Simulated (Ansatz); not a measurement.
We consider hcp Ti, described by PBEsol (plane waves, PAW; Ansatz, a first-principles code).

Settings: plane-wave cutoff 520 eV, 16×16×10 k mesh (along the axes of the cell as run), Fermi–Dirac smearing 0.1 eV, perturbation theory, force constants from a 4×4×2 q mesh, no spin polarisation, scalar-relativistic PAW data made under PBE.

Computed at the level's own relaxed cell. Harmonic vibrational thermodynamics at fixed volume:

```tsv
T (K)	S_vib (J/K per mol of atoms)	C_V (J/K per mol of atoms)	F_vib (eV/atom)
100	8.89	14.66	0.0306
200	___	___	___
400	___	___	___
500	___	___	___
600	___	___	___
700	___	___	___
1000	___	___	___
```

**Question.** Some entries are withheld; supply them.

**Answer.** 
- 200, S_vib (J/K per mol of atoms): 21.72
- 200, C_V (J/K per mol of atoms): 21.49
- 200, F_vib (eV/atom): 0.0144
- 400, S_vib (J/K per mol of atoms): 37.65
- 400, C_V (J/K per mol of atoms): 24.00
- 400, F_vib (eV/atom): -0.0487
- 500, S_vib (J/K per mol of atoms): 43.05
- 500, C_V (J/K per mol of atoms): 24.33
- 500, F_vib (eV/atom): -0.0906
- 600, S_vib (J/K per mol of atoms): 47.50
- 600, C_V (J/K per mol of atoms): 24.52
- 600, F_vib (eV/atom): -0.1376
- 700, S_vib (J/K per mol of atoms): 51.29
- 700, C_V (J/K per mol of atoms): 24.63
- 700, F_vib (eV/atom): -0.1889
- 1000, S_vib (J/K per mol of atoms): 60.11
- 1000, C_V (J/K per mol of atoms): 24.79
- 1000, F_vib (eV/atom): -0.3629

The crystal is taken as a harmonic solid at every temperature: melting, phase changes and thermal expansion are not seen, nor the electrons' share in a metal.
